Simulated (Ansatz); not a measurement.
Born–Oppenheimer molecular dynamics of CHNaS (4 atoms, charge 0, multiplicity 1). It starts from a relaxed structure.

Computed with RKS PBE0-D4/def2-SVP (Ansatz).

- ensemble: NVE (velocity Verlet)
- time step: 0.5 fs
- steps asked: 100
- starting velocities drawn for: 500 K
- seed: 170884

Frames 2.5 fs apart, positions in Å.

Velocities at 0.0 fs (Å/ps):

```
Na -1.65 1.31 -1.45
C 2.73 0.32 -0.34
S 1.15 -0.07 1.54
H -31.42 -31.38 -12.00
```

```xyz
4
Properties=species:S:1:pos:R:3 time_fs=0.0 energy_less_start_eV=0.000 T=500
Na 1.231 -0.136 1.507
C -0.194 -0.388 -0.247
S -0.185 1.281 -0.196
H -0.852 -0.758 -1.063
4
Properties=species:S:1:pos:R:3 time_fs=2.5 energy_less_start_eV=0.080 T=196
Na 1.227 -0.132 1.503
C -0.189 -0.388 -0.250
S -0.182 1.281 -0.192
H -0.916 -0.826 -1.077
4
Properties=species:S:1:pos:R:3 time_fs=5.0 energy_less_start_eV=0.049 T=314
Na 1.223 -0.129 1.500
C -0.188 -0.391 -0.257
S -0.179 1.280 -0.189
H -0.920 -0.848 -1.027
4
Properties=species:S:1:pos:R:3 time_fs=7.5 energy_less_start_eV=0.071 T=228
Na 1.219 -0.126 1.496
C -0.190 -0.396 -0.266
S -0.177 1.280 -0.185
H -0.887 -0.828 -0.944
4
Properties=species:S:1:pos:R:3 time_fs=10.0 energy_less_start_eV=0.071 T=227
Na 1.216 -0.123 1.493
C -0.186 -0.399 -0.268
S -0.175 1.278 -0.183
H -0.910 -0.820 -0.927
4
Properties=species:S:1:pos:R:3 time_fs=12.5 energy_less_start_eV=0.063 T=260
Na 1.213 -0.120 1.490
C -0.178 -0.398 -0.263
S -0.174 1.276 -0.181
H -0.986 -0.825 -0.975
4
Properties=species:S:1:pos:R:3 time_fs=15.0 energy_less_start_eV=0.098 T=125
Na 1.210 -0.118 1.487
C -0.174 -0.398 -0.260
S -0.172 1.273 -0.179
H -1.014 -0.794 -0.996
4
Properties=species:S:1:pos:R:3 time_fs=17.5 energy_less_start_eV=0.028 T=392
Na 1.208 -0.115 1.485
C -0.178 -0.401 -0.262
S -0.172 1.270 -0.178
H -0.967 -0.727 -0.966
4
Properties=species:S:1:pos:R:3 time_fs=20.0 energy_less_start_eV=0.109 T=87
Na 1.208 -0.113 1.483
C -0.182 -0.403 -0.262
S -0.171 1.268 -0.177
H -0.920 -0.670 -0.953
4
Properties=species:S:1:pos:R:3 time_fs=22.5 energy_less_start_eV=0.039 T=351
Na 1.207 -0.111 1.481
C -0.181 -0.402 -0.256
S -0.170 1.266 -0.176
H -0.946 -0.661 -1.023
4
Properties=species:S:1:pos:R:3 time_fs=25.0 energy_less_start_eV=0.106 T=93
Na 1.207 -0.109 1.480
C -0.183 -0.400 -0.251
S -0.169 1.264 -0.174
H -0.966 -0.676 -1.096
4
Properties=species:S:1:pos:R:3 time_fs=27.5 energy_less_start_eV=0.043 T=337
Na 1.208 -0.108 1.480
C -0.193 -0.400 -0.254
S -0.167 1.264 -0.173
H -0.914 -0.692 -1.100
```

Of the whole run (50 fs, mean temperature of the second half 233 K): The conserved energy stayed within 0.43 meV per atom of its start (net change 0.12 meV per atom), so the integration is sound. A run of 0.05 ps of so small a system gives no equilibrium averages.

The run took 97 s on 1 thread of Arm Neoverse V1, on a shared host, peak memory 0.089 GiB.
